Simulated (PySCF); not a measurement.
Species: C4H4NO (doublet state).
SMILES with atom numbers: `[CH2:1][c:2]1[cH:3][n:4][o:5][cH:6]1` (hydrogens: H7, H8 on C1; H9 on C3; H10 on C6)

Cartesian coordinates in Å at the GFN2-xTB level; atoms count from 1:
```
atom  x, y, z in Å
C1     1.584    0.263   -0.097
C2     0.223    0.057   -0.013
C3    -0.515   -1.173   -0.170
N4    -1.787   -0.990   -0.022
O5    -1.988    0.329    0.235
C6    -0.814    0.963    0.245
H7     2.001    1.242    0.044
H8     2.248   -0.553   -0.305
H9    -0.124   -2.148   -0.379
H10   -0.818    2.015    0.439
```

The hyperfine couplings belong to this conformer and change with its torsions.

Level of theory: UKS B3LYP, pcH-1 on C H N O, non-relativistic, mean-field spin-orbit, GIAO in PySCF. Geometry: GFN2-xTB; no solvent, vibrations or thermal averaging. Couplings are sensitive to structure, and on GFN2-xTB geometries they can be far from those on DFT ones. Stability of the SCF solution: not tested.

Question: What is the g tensor, term by term?

Answer: 
```
                    Δg (ppm)     1     2     3
relativistic mass correction  -155  -155  -155
            gauge correction    -1    41    26
   orbital Zeeman/spin–orbit    -6   270   973
                       total  -162   155   844
```

So g = 2.00216, 2.00247, 2.00316 and g_iso = 2.00260; the tensor is rhombic: the two nearest values differ by 32 % of g3 − g1. Axes: g1 is normal to the molecular plane, g2 points within 6° of the C1–C2 bond and g3 points within 13° of the C6–H10 bond.

Question: What are the electron Larmor frequencies g μB B/h along the three axes at 340 mT?

Answer: 9.5277, 9.5292, 9.5325 GHz for g1, g2 and g3, a range of 4.8 MHz.

Question: What effective moment and Curie constant follow for a powder?

Answer: With the mean of g² = 4.0104 and S(S+1) = 0.75: μ_eff = √(⟨g²⟩S(S+1)) = 1.734 μB and χT = 0.12505·⟨g²⟩·S(S+1) = 0.376 cm³ K/mol (cgs; spin-Hamiltonian part alone).

Question: In a frozen sample, at which fields do the three g values resonate at 9.5, 34, 94 and 263 GHz (hyperfine left aside), and which band first spreads them over more than twice a line width of 0.5 mT?

Answer: 
```json
{"band": "X", "GHz": "9.5", "B(g3) mT": "338.84", "B(g2) mT": "338.96", "B(g1) mT": "339.01", "spread mT": "0.17"}
{"band": "Q", "GHz": "34.0", "B(g3) mT": "1212.69", "B(g2) mT": "1213.11", "B(g1) mT": "1213.30", "spread mT": "0.61"}
{"band": "W", "GHz": "94.0", "B(g3) mT": "3352.74", "B(g2) mT": "3353.89", "B(g1) mT": "3354.43", "spread mT": "1.69"}
{"band": "J", "GHz": "263.0", "B(g3) mT": "9380.54", "B(g2) mT": "9383.77", "B(g1) mT": "9385.26", "spread mT": "4.72"}
```

The spread grows in proportion to the frequency. W band is the first where it exceeds 1.0 mT.

The largest Mulliken spin populations are on C1 (+0.81), C6 (+0.40), C2 (-0.20) and C3 (+0.09). The angles at C1 add up to 360.0°, so it is planar; its axial dipolar tensor and the negative couplings of its protons fit spin in a p orbital normal to that plane.

The HOMO–LUMO gaps are 4.72 eV among the α and 5.42 eV among the β orbitals.
